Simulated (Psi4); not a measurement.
Psi4 input (wB97X-D/6-31G*):

```
memory 1500 MB

molecule {
-1 1
C    -0.00000000   -0.00000000   -0.48944061
C     0.00000000    0.00000000    0.74906153
H    -0.00000000   -0.00000000   -1.55772552
symmetry c1
no_reorient
no_com
}

set {
  basis 6-31G*
  reference rks
  scf_type pk
  dft_radial_points 99
  dft_spherical_points 590
  e_convergence 1e-8
  d_convergence 1e-7
  maxiter 150
}

e = energy('wb97x-d')
print_out(f'\nFINAL {e:.10f} DIPOLE {variable("CURRENT DIPOLE")[0]:.6f} {variable("CURRENT DIPOLE")[1]:.6f} {variable("CURRENT DIPOLE")[2]:.6f}\n')
```

Task: What final total energy does it give?

Result: -76.65004 Eh.
